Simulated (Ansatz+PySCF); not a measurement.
The numbers below are computed, except where a source is named.
## Ansatz (development build ahead of 0.2.0) run

```yaml
crystal:
  periodic: [false, false, false]
  atoms:
    - { symbol: "N", position_ang: [0.0, 0.0, 0.0] }
    - { symbol: P, position_ang: [1.05785, 1.41046, 3.05374] }
basis:
  gaussian: { orbitals: STO-3G }
hamiltonian:
  xc: hf
correlation:
  method: fci
  frozen_orbitals: { "N": 1, P: 5 }
```

The input is written out in the form of the current development build from the run's settings.

Results

```yaml
Converged: yes
Total_energy: -390.58806 hartree
State: lowest singlet root, of any spatial symmetry
```
